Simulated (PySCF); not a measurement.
B3LYP has the VWN-RPA correlation part, as in Gaussian. 

## C4H9, SMILES `C[C](C)C` (charge 0, multiplicity 2)

Method: B3LYP-D3(BJ)/def2-TZVP run with PySCF.

- highest occupied spin orbital: -4.75 eV
- dipole moment: 0.21 D
- total energy: -4295.99 eV
- cost: roughly 7 core-minutes

Bonds (Å): C1–C2 1.490, C1–H5 1.093, C1–H6 1.093, C1–H7 1.104, C2–C3 1.490, C2–C4 1.490, C3–H8 1.104, C3–H9 1.093, C3–H10 1.093, C4–H11 1.093, C4–H12 1.104, C4–H13 1.093. Bond angles (°): C2–C1–H5 111.8, C2–C1–H6 111.8, C2–C1–H7 111.7, H5–C1–H6 108.4, H5–C1–H7 106.5, H6–C1–H7 106.5, C1–C2–C3 118.7, C1–C2–C4 118.7, C3–C2–C4 118.7, C2–C3–H8 111.7, C2–C3–H9 111.8, C2–C3–H10 111.8, H8–C3–H9 106.5, H8–C3–H10 106.5, H9–C3–H10 108.4, C2–C4–H11 111.8, C2–C4–H12 111.7, C2–C4–H13 111.8, H11–C4–H12 106.5, H11–C4–H13 108.4, H12–C4–H13 106.5.
Charge 0, spin multiplicity 2.
